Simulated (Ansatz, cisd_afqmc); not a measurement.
Species: NH, charge 0, triplet. NH (SMILES [NH], triplet).
B3LYP-D3(BJ)/def2-TZVP minimum from Ansatz (an electronic-structure program):
```
N
H 1 1.0419
```
Charge 0, spin multiplicity 3.

Total energies in cc-pVDZ, 6 correlated electrons, 1 frozen orbitals. UHF or UKS for unpaired electrons; spin-orbit terms are left out. Correlated methods leave the cores frozen. No relativity. AFQMC is phaseless with a CISD trial state; ± is one standard error, without the phaseless bias. Outlying blocks are dropped, and bars are widened where a walk drifts. Over all cases where full CI ran beside it in this data, AFQMC minus full CI had a median of +0.1 mEh and passed +0.4 mEh in a tenth of the cases. Full CI freezes restricted core orbitals and the other rows unrestricted ones, which leaves a small offset even where coupled cluster is exact.

```json
[
 {"method": "HF", "program": "Ansatz", "energy (Eh)": "-54.96647", "error against FCI (mEh)": "125.34"},
 {"method": "MP2", "program": "Ansatz", "energy (Eh)": "-55.07032", "error against FCI (mEh)": "21.49"},
 {"method": "CCSD", "program": "Ansatz", "energy (Eh)": "-55.08994", "error against FCI (mEh)": "1.87"},
 {"method": "CCSD(T)", "program": "Ansatz", "energy (Eh)": "-55.09146", "error against FCI (mEh)": "0.35"},
 {"method": "CCSDT(Q)", "program": "Ansatz", "energy (Eh)": "-55.09186", "error against FCI (mEh)": "-0.05"},
 {"method": "CCSDTQ", "program": "Ansatz", "energy (Eh)": "-55.09188", "error against FCI (mEh)": "-0.07"},
 {"method": "AFQMC/CISD", "program": "cisd_afqmc", "energy (Eh)": "-55.0917 ± 0.0001", "error against FCI (mEh)": "0.1 ± 0.1"},
 {"method": "FCI", "program": "Ansatz", "energy (Eh)": "-55.09181", "error against FCI (mEh)": "0.00"}
]
```
